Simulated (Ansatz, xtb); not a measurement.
Two isomers of C3H2FN

Structure X is `N#C/C=C/F`, a singlet and structure Y is `N#C/C=C\F`, a singlet. Both are isolated molecules in the gas phase, relaxed with PBE-D3(BJ)/def2-SVP.

Energies in hartree; the thermal terms are from PBE-D3(BJ)/def2-SVP harmonic frequencies (ideal gas, rigid rotor, one conformer each, 298.15 K, 1 atm) and include the zero-point energy:

```
                              X           Y
E, CCSD(T)/def2-SVP  −269.170007  −269.170034
    E, MP2/def2-SVP  −269.121198  −269.121330
  E, MP2/def2-TZVPP  −269.616888  −269.616615
  zero-point energy     0.042044     0.042393
       H(298 K) − E     0.047904     0.048101
       G(298 K) − E     0.014354     0.014527
```

Problem. Correct the CCSD(T) difference for the basis set by the MP2 change, then work out ΔE, ΔE₀, ΔH and ΔG for X → Y in kcal/mol (1 Eh = 627.51 kcal/mol) and the equilibrium ratio [Y]/[X].

Solution. 1. Differences Y − X: CCSD(T) −0.000027, MP2 in the small set −0.000132, MP2 in the large set +0.000273 Eh.
2. ΔE = −0.000027 + (+0.000273 − (−0.000132)) = +0.000378 Eh = +0.24 kcal/mol.
3. ΔE₀ = ΔE + ΔZPE = +0.000378 + (+0.000349) Eh = +0.46 kcal/mol.
4. ΔH = ΔE + (+0.000197) Eh = +0.36 kcal/mol.
5. ΔG = ΔE + (+0.000173) Eh = +0.35 kcal/mol, so ΔS = (ΔH − ΔG)/T = +0.2 J/(mol K).
6. kT = 0.9442 mEh, so K = [Y]/[X] = exp(−ΔG/kT) = exp(−0.58) ≈ 0.56.

The two are too close for this level to say which is favoured. An error of 1 kcal/mol in ΔG would change K by a factor of 5.4. Mirror images and further conformers aren't counted.

As drawn, both hold the same kinds of bond in the same numbers.

Other levels gave ΔE = +1.6 (GFN2-xTB); +0.2 (HF/STO-3G, GFN2-xTB geometries); −0.1 (r2SCAN-D4/def2-SVP, GFN2-xTB geometries); 0.0 (PBE-D3(BJ)/def2-SVP); +0.2 (HF/def2-SVP); −0.1 (MP2/def2-SVP); 0.0 (CCSD(T)/def2-SVP) kcal/mol. The correlated steps freeze 5 core orbitals. Programs: Ansatz 0.2.0, xtb 6.7.1.
